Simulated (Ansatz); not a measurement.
A made-up structure of CH2ClMg, doublet:

```tsv
atom	x (Å)	y (Å)	z (Å)
C1	0.6447	-0.6595	0.4643
Mg2	-0.6242	0.6385	-0.4516
Cl3	1.7484	-1.7886	1.2643
H4	-1.2841	0.4290	-2.0261
H5	-1.1958	2.1078	0.2360
```

It is relaxed with PBE-D4/def2-SVP and then PBE0-D4/def2-TZVP (Ansatz 0.2.0). Atoms count as bonded within 1.22 times the sum of their covalent radii (H–H: 0.88 Å). The end point is not checked to be a true minimum.

Problem. Does its bonding change? (A judgement: the text doesn't fix the answer.)

Solution. Computed: Yes. Formed: C1–H5; broken: Mg2–H5.

Where it ends: The first stage lowers the energy by 3.35 eV in 25 steps. It ends as CH₂ClMg ([MgH][CH][Cl]):
```tsv
atom	x (Å)	y (Å)	z (Å)
C1	0.1627	0.3015	0.6993
Mg2	-0.7509	0.2871	-1.1401
Cl3	1.1819	-1.0697	1.0266
H4	-1.4919	0.2486	-2.6655
H5	0.1873	0.9597	1.5664
```

Labels in which every atom is bracketed show which atoms are joined, not bond orders.

For scale, one of the runs: PBE0-D4/def2-TZVP relaxation, 112 basis functions, launched by `ansatz run in.yaml --threads 2 --pin off --events-out ev --progress --plain --max-ram 4352MiB`. Hardware: 2 CPU threads of an AMD EPYC 9R45, shared host. Wall time about 7 s.
